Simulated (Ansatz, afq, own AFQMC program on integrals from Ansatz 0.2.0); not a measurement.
**Where AFQMC and coupled cluster stand for AlBH2, singlet**

```yaml
atoms:
  - { symbol: B, position_ang: [0.0000, 0.0000, 1.0513] }
  - { symbol: Al, position_ang: [0.0000, 0.0000, -0.8575] }
  - { symbol: H, position_ang: [0.0000, 0.0000, 2.2344] }
  - { symbol: H, position_ang: [0.0000, 0.0000, -2.4283] }
```

Connectivity, by distances: BH–AlH.

Basis 6-31G. Noble-gas cores (and the filled d shells of Ga–Kr and In–Xe) are frozen. Integrals, coupled cluster, full CI and functionals: Ansatz 0.2.0; the random walks run on the same integrals in our own AFQMC program. ph-AFQMC/CISD is guided by a CISD state made of CCSD amplitudes; releasing the constraint for a short imaginary time cuts its bias at the price of noise, slowly where states lie close. ± is one standard error of the sampling.

Determinant: RHF, the one that the program's search chose, which needn't be the lowest solution. The geometry is a PBE0/def2-TZVP stationary point of this or a neighbouring charge and spin state.

Full CI on the same integrals is exact in this basis and with this determinant's frozen core.

Cautions: another spin lies lower (by 650 meV); restricted determinant unstable towards unrestricted (UHF 729 meV lower, ⟨S²⟩ 1.00); the CCSDT(Q) amplitudes may be one of several solutions (largest double 0.71); the CCSDTQ amplitudes may be one of several solutions (largest double 0.89); the released energies are still falling, so no released level is given (meV from the phaseless value at times in 1/Eh: 0 ± 4 at 0.24, 1 ± 3 at 0.51, -4 ± 3 at 0.99, -5.6 ± 2.1 at 1.62, -7 ± 3 at 2.40); the ph-AFQMC/CISD walk drifts between its halves (2.4 errors); the determinant fills πx and πy unequally, so it mixes two states of the linear molecule, and each level undoes that mixture to a different degree, while full CI gives the lower state; CCSDTQ on the UHF determinant differs (650 meV lower), perhaps since the unrestricted series falls towards higher spin.

The T1 diagnostic is 0.0145 and the weight of the determinant in the CISD state is 0.875. The size of the correlated space is 8 electrons in 20 orbitals.

Reference: full CI, correlation energy -3.228 eV. The cautions show a poor starting determinant, so the rows tell how each method copes with it here, and full CI is the sure value.

| level | E − E(reference) (meV) | share of correlation (%) |
| --- | --- | --- |
| HF | 3228.3 | 0.00 |
| MP2 | 983.2 | 69.55 |
| CCSD | 198.0 | 93.87 |
| CCSD(T) | 108.9 | 96.63 |
| CCSDT | 33.6 | 98.96 |
| CCSDT(Q) | 0.0 | 100.00 |
| CCSDTQ | 1.6 | 99.95 |
| ph-AFQMC/HF | 126.0 ± 22.0 | 96.10 |
| ph-AFQMC/CISD | 84.6 ± 4.1 | 97.38 |

CCSDT and higher add their correlation energy to the determinant of the CCSD(T) run, since their own runs factorise the integrals more tightly (a shift of under 2 meV).
